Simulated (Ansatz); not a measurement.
# CH5Al (triplet): the correlation ladder at distance Al1–H4 along a hydrogen transfer = 1.806 Å, cc-pVDZ

One table from this session's results is given with a row withheld; the runs are named, their logs left out.

The runs use Ansatz 0.2.0, Gaussian basis; cc-pVDZ, core rule «outside noble gas», up to 6 orbitals frozen.

Plan: UHF; CCSD(T) on ROHF; CCSD(T) on UHF; BCCD(T) on ROHF; CISD; CCSDT(Q) on ROHF; CCSDT(Q) on UHF; CASSCF and NEVPT2, 4 electrons in 4 orbitals.

10 further runs of the same task are left out: 1 for a mislabelled method, 7 that didn't finish, 2 set aside as unsound or not needed.

## The system

The geometry derives from fragments relaxed apart (PBE0/def2-TZVP) and kept rigid, so it is no stationary point. A hydrogen atom is moved between rigid fragments.

7 atoms, charge 0, spin multiplicity 3.

Atoms are counted from 1 here; the program's logs count them from 0.

Bond lengths: Al1–H2 1.586 Å, Al1–H3 1.586 Å, Al1–H4 1.806 Å, C5–H6 1.079 Å, C5–H7 1.079 Å. Angles: H2–Al1–H3 120.0°, H2–Al1–H4 120.0°, H3–Al1–H4 120.0°, H6–C5–H7 134.8°.

Set-up of the first run:

Contents of in.yaml:

```yaml
crystal:
  periodic: [false, false, false]
  atoms:
    - {symbol: Al, position_ang: [-1.122073, 0.000000, 0.000000]}
    - {symbol: H, position_ang: [-1.914996, 1.373384, 0.000000]}
    - {symbol: H, position_ang: [-1.914996, -1.373384, 0.000000]}
    - {symbol: H, position_ang: [0.683927, 0.000000, 0.000000]}
    - {symbol: C, position_ang: [2.324927, 0.000000, 0.000000]}
    - {symbol: H, position_ang: [2.739395, 0.000000, 0.996161]}
    - {symbol: H, position_ang: [2.739395, 0.000000, -0.996161]}
basis:
  gaussian: {orbitals: cc-pVDZ}
magnetization: {spin_polarized: true, initial_magnetization: 2}
hamiltonian: {xc: hf}
output: {orbitals: {seedname: orbitals}}
```

Command:

```bash
ansatz run in.yaml --threads 1 --pin off --events-out ev --progress --plain --max-ram 2393MiB
```

Steps of the session up to this table: UHF; CCSD(T) on ROHF; CCSD(T) on UHF; BCCD(T) on ROHF; CISD; CCSDT(Q) on ROHF; CCSDT(Q) on UHF; CASSCF and NEVPT2, 4 electrons in 4 orbitals.

One of the session's tables, all rows but one given; the rest of the session is left out.

It belongs to the step «Misses and costs». 

| method | from UCCSDT(Q) (meV) |
| --- | --- |
| ROHF | +6640.4 |
| UHF | +6329.9 |
| RMP2 | +1408.1 |
| UMP2 | +1396.8 |
| CISD | +702.4 |
| RCCSD | +160.0 |
| UCCSD | +154.6 |
| RCCSD(T) | +35.7 |
| UCCSD(T) | +35.9 |
| BCCD(T) | +35.1 |
| RCCSDT | +6.6 |
| UCCSDT | +5.6 |
| RCCSDT(Q) | +0.8 |
| UCCSDT(Q) | 0 |
| CASSCF pair | +6042.3 |
| NEVPT2 pair | ? |

Estimate the missing values for NEVPT2 pair.

As computed: from UCCSDT(Q) (meV): +1325.5. In the column «from UCCSDT(Q) (meV)» it lies between CISD (+702.4) and UMP2 (+1396.8).

Limits of these values: Restricted and unrestricted rows rest on different reference determinants; where their highest levels disagree by more than a few hundredths of an eV, they describe different states and don't form one ladder.
